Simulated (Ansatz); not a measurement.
# CH3NaSi (SMILES C=[SiH][Na]): one structure at several levels

The task here is to estimate one member of a computed series from the others.

Program: Ansatz 0.2.0, Gaussian basis. Level of theory: single points in def2-TZVPP. These are calculated values, not measurements.

Cores are frozen in the correlated methods. The outer core shell of Li, Na, Mg and K is correlated.

### Starting geometry

6 atoms, charge 0, spin multiplicity 1.

Atoms are counted from 1 here; the program's logs count them from 0.

Bond lengths: C1–Si2 1.777 Å, C1–H4 1.068 Å, C1–H5 1.083 Å, Si2–Na3 2.697 Å, Si2–H6 1.460 Å. Angles: Si2–C1–H4 124.2°, Si2–C1–H5 121.7°, H4–C1–H5 114.2°, C1–Si2–Na3 111.7°, C1–Si2–H6 108.3°, Na3–Si2–H6 140.0°.

Coordinates:

```mol
CH3NaSi
  3D, bonds by distance, orders not assigned

  6  5  0  0  0  0  0  0  0  0999 V2000
   -0.5465    0.3966   -0.6831 C   0  0
    0.4531   -0.0145    0.7271 Si  0  0
    1.2706   -2.5841    0.6556 Na  0  0
   -0.9968    1.3522   -0.8411 H   0  0
   -0.7325   -0.3175   -1.4753 H   0  0
    0.5697    1.1729    1.5689 H   0  0
  1  2  8  0
  1  4  8  0
  1  5  8  0
  2  3  8  0
  2  6  8  0
M  END
```

The first run:

File run/in.yaml:

```yaml
crystal:
  periodic: [false, false, false]
  atoms:
    - {symbol: C, position_ang: [-0.546500, 0.396600, -0.683100]}
    - {symbol: Si, position_ang: [0.453100, -0.014500, 0.727100]}
    - {symbol: Na, position_ang: [1.270600, -2.584100, 0.655600]}
    - {symbol: H, position_ang: [-0.996800, 1.352200, -0.841100]}
    - {symbol: H, position_ang: [-0.732500, -0.317500, -1.475300]}
    - {symbol: H, position_ang: [0.569700, 1.172900, 1.568900]}
basis:
  gaussian: {orbitals: def2-TZVPP}
correlation: {method: ccsd_t}
output: {forces: true}
```

No record of the launch command was kept for these runs.

Steps of the session up to this table: CCSD(T)/def2-TZVPP; PBE0-D4/def2-TZVPP; wB97M-V/def2-TZVPP; r2SCAN-D4/def2-TZVPP; PBE-D4/def2-TZVPP; SPW92/def2-TZVPP; BLYP-D4/def2-TZVPP.

One of the session's tables, all rows but one given; the rest of the session is left out.

```
   method  RMS force component (eV/Å)  angle to CCSD(T) forces (°)  dipole (D)
  CCSD(T)                       0.449                    reference        8.53
  PBE0-D4                           ?                            ?           ?
  wB97M-V                       0.629                         17.7        8.49
r2SCAN-D4                       0.559                          8.9        8.24
   PBE-D4                       0.583                          4.7        7.56
    SPW92                       0.711                          9.8        7.57
  BLYP-D4                       0.523                          4.9        7.43
```

Q: Estimate the row for PBE0-D4 from the others.

As computed: RMS force component (eV/Å): 0.606; angle to CCSD(T) forces (°): 12.1; dipole (D): 8.14. In the column «RMS force component (eV/Å)» it lies between PBE-D4 (0.583) and wB97M-V (0.629).
